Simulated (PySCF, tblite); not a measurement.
Isomers of C3H2ClPS, one GFN2-xTB conformer each. Single-point energies are computed at PBE0/pcSseg-1 (PySCF, gas phase, no added dispersion term), electronic only.

Task: Rank them by PBE0/pcSseg-1 energy, lowest first (kJ/mol).
A. `Clc1cpcs1`
B. `c1sc(pc1)Cl`

Result: A (0.0), B (6.9).

Neighbours under 10 kJ/mol apart (Clc1cpcs1 and Clc1pccs1) can change places with a better method, another conformer or zero-point energy. GFN2-xTB itself gives, in the same order: 0.0, 5.2. Both levels put the same isomer lowest.

Task: Which frontier levels, dipoles and rotational constants go with these structures?

Result: 
```json
{"SMILES": "Clc1cpcs1", "HOMO (eV, PBE0/pcSseg-1)": "-7.09", "LUMO (eV)": "-1.69", "dipole (D)": "0.62", "A, B, C (MHz)": "4098, 1421, 1055"}
{"SMILES": "Clc1pccs1", "HOMO (eV, PBE0/pcSseg-1)": "-6.97", "LUMO (eV)": "-1.74", "dipole (D)": "2.19", "A, B, C (MHz)": "3300, 1759, 1148"}
```

Task: What happens when harmonic zero-point energies from GFN2-xTB frequencies are added?

Result: 
| SMILES | ZPE (kJ/mol) | electronic (kJ/mol) | with ZPE (kJ/mol) |
| --- | --- | --- | --- |
| Clc1cpcs1 | 105.6 | 0.0 | 0.0 |
| Clc1pccs1 | 105.8 | 6.9 | 7.2 |

The zero-point energies span 0.2 kJ/mol. The order is unchanged.
